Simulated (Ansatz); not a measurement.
A calculation on hcp Ru returned lattice constant a 2.672 Å, lattice parameter c 4.220 Å, equilibrium volume per atom 13.04 Å³/atom.

For reference: lattice constant a 2.706 Å (measured, 293 K, not corrected to a static lattice, our sources range from 2.700 to 2.706; as tabulated in Wikipedia's data pages); lattice parameter c 4.282 Å (measured, 293 K, no zero-point or thermal correction; as tabulated in Wikipedia's data pages); equilibrium volume per atom 13.45 Å³/atom (measured, copied from a table, unchecked, extrapolated to 0 K and zero-point effects removed; as tabulated in Lejaeghere et al. (2013), arXiv:1204.2733).

Q: Which level of theory produced these numbers?
(A) r²SCAN-D4 (Ansatz, an electronic-structure program)
(B) PBE-D4 (Ansatz)
(C) PBEsol-D3(BJ) (Ansatz)
(D) PBEsol (Ansatz)

A: C, PBEsol-D3(BJ) (Ansatz)

The others give: PBEsol 2.691 Å, 4.247 Å, 13.32 Å³/atom; r²SCAN-D4 2.699 Å, 4.256 Å, 13.43 Å³/atom; PBE-D4 2.705 Å, 4.268 Å, 13.52 Å³/atom.

Unless a cell is named, each level is at its own relaxed cell (PBE-D4 13.52, PBEsol 13.32, PBEsol-D3(BJ) 13.04, r²SCAN-D4 13.43 Å³/atom).

Ansatz's density-functional and Hartree–Fock values are scalar-relativistic unless marked +SOC, with PAW data made under PBE.
